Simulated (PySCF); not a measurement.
# Ionisation energy of Mg by level of theory

Mg [Ne] 3s2 (1S) → Mg⁺ [Ne] 3s1 (2S), as a difference of total energies. Computed with PySCF 2.14 in def2-SVP (4s3p1d, 18 functions), with the non-relativistic Hamiltonian (point nucleus). Correlated levels: valence: [Ne] frozen. The calculations carry no spin-orbit coupling.

| method | ionisation energy (eV) | error (eV) |
| --- | --- | --- |
| UHF | 6.588 | -1.058 |
| r2SCAN | 7.378 | -0.268 |
| M06-2X | 7.795 | +0.149 |
| MP2 (valence) | 7.135 | -0.511 |
| SCS-MP2 (valence) | 7.244 | -0.402 |
| CCSD (valence) | 7.457 | -0.189 |

Reference: 7.646 eV (measured; NIST Atomic Spectra Database, ionization energies).

Errors of the correlated levels include the incompleteness of this basis and the frozen core.

With two correlated electrons CCSD is exact in that space.
